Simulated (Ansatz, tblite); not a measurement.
**(CdSe)2 ring (Cd₂Se₂): rung by rung**

Aim: run the singlet of (CdSe)2 ring (Cd₂Se₂) at one geometry on many levels, and compare frontier levels, spin and run time.

Method: as each input shows; program: Ansatz 0.2.0, Gaussian basis.

The runs, in order: GFN1-xTB, GFN2-xTB, PBE-D4/def2-TZVP, r2SCAN-D4/def2-TZVP, CAM-B3LYP-D4/def2-TZVP, B97M-V/def2-TZVP, BLYP-D4/def2-TZVP, ωB97M-V/def2-TZVP, HF/def2-TZVP, B3LYP-D4/def2-TZVP, LC-ωPBE/def2-TZVP, PBE-D4/def2-SVP, PBE0-D4/def2-SVP, CCSD(T)/def2-SVP, MP2/def2-TZVP, RPA/def2-TZVP.

2 further runs of the same task are left out: 2 set aside as unsound or not needed. Runs told in other sessions of the task aren't counted.

**1. The geometry**

The singlet was relaxed beforehand with r2SCAN-D4/def2-SVP.

4 atoms, charge 0, spin multiplicity 1.

Bond lengths: Cd1–Se2 2.563 Å, Cd1–Se4 2.563 Å, Se2–Cd3 2.563 Å, Cd3–Se4 2.563 Å. Angles: Se2–Cd1–Se4 113.9°, Cd1–Se2–Cd3 66.1°, Se2–Cd3–Se4 113.9°, Cd1–Se4–Cd3 66.1°.

Geometry (Å):

```xyz
4
Cd2Se2
Cd   -1.2861    0.0553   -0.5451
Se   -0.8413   -0.2741    1.9572
Cd    1.2861   -0.0549    0.5452
Se    0.8414    0.2738   -1.9572
```

Cd takes a core potential in the def2 sets. No spin-orbit coupling is included.

PBE0-D4/def2-TZVP was run before; its log isn't repeated, and its numbers join the tables.

**2. GFN1-xTB**

Tight binding, by tblite at 300 K electronic temperature and without a spin-polarisation term:

```python
tblite.interface.Calculator('GFN1-xTB', numbers, positions, charge=0, uhf=0).singlepoint()
```

Energy -229.8469 eV, HOMO -9.36 eV, LUMO -7.20 eV; 0.003 s.

**3. GFN2-xTB**

Tight binding, by tblite at 300 K electronic temperature and without a spin-polarisation term:

```python
tblite.interface.Calculator('GFN2-xTB', numbers, positions, charge=0, uhf=0).singlepoint()
```

Energy -206.9087 eV, HOMO -10.42 eV, LUMO -8.36 eV; 0.003 s.

**4. PBE-D4/def2-TZVP**

start.molden holds the orbitals of an earlier run on this state, given as this run's starting guess.

in.yaml reads:

```yaml
crystal:
  periodic: [false, false, false]
  atoms:
    - {symbol: Cd, position_ang: [-1.286116, 0.055316, -0.545110]}
    - {symbol: Se, position_ang: [-0.841344, -0.274123, 1.957196]}
    - {symbol: Cd, position_ang: [1.286117, -0.054949, 0.545160]}
    - {symbol: Se, position_ang: [0.841354, 0.273756, -1.957246]}
basis:
  gaussian: {orbitals: def2-TZVP, initial_orbitals: start.molden}
hamiltonian: {xc: pbe, dispersion: d4}
scf: {omitted_lower_state_checks: [starts]}
output: {orbitals: {seedname: orbitals}}
```

The run is started by

```console
> ansatz run in.yaml --threads 4 --pin off --events-out ev --progress --plain --max-ram 3916MiB
```

After this run come: r2SCAN-D4/def2-TZVP; CAM-B3LYP-D4/def2-TZVP; B97M-V/def2-TZVP; BLYP-D4/def2-TZVP; ωB97M-V/def2-TZVP; HF/def2-TZVP; B3LYP-D4/def2-TZVP; LC-ωPBE/def2-TZVP; PBE-D4/def2-SVP; PBE0-D4/def2-SVP; CCSD(T)/def2-SVP; MP2/def2-TZVP; RPA/def2-TZVP.

Q: Predict the results of all the runs planned. Wanted: gap in def2-TZVP, named functionals and Hartree-Fock, smallest and largest; correlation energy, CCSD(T)/def2-SVP; correlation energy, MP2/def2-TZVP; binding an atom, CCSD(T)/def2-SVP; PBE0 total energy, smallest basis above largest.

**Answer**, as computed:

```
                                                                  quantity                            value
gap in def2-TZVP, named functionals and Hartree-Fock, smallest and largest  1.10 eV (BLYP-D4), 7.54 eV (HF)
                                      correlation energy, CCSD(T)/def2-SVP                        -32.74 eV
                                         correlation energy, MP2/def2-TZVP                        -41.63 eV
                                         binding an atom, CCSD(T)/def2-SVP                         1.158 eV
                           PBE0 total energy, smallest basis above largest   18.22 eV (def2-SVP, def2-TZVP)
```

What this shows: Orbital gaps of the named functionals and Hartree-Fock in def2-TZVP span 1.10 eV (BLYP-D4) to 7.54 eV (HF); exact exchange widens it. The functionals in def2-TZVP miss CCSD(T)/def2-SVP by +0.029 (BLYP-D4) to +0.260 eV (r2SCAN-D4) an atom. The yardstick is in a double-zeta basis, so levels in larger sets aren't compared like for like. The reference is CCSD(T) in one finite basis, so it carries an error of its own, often a tenth of an eV or more, and near misses can't be ranked.
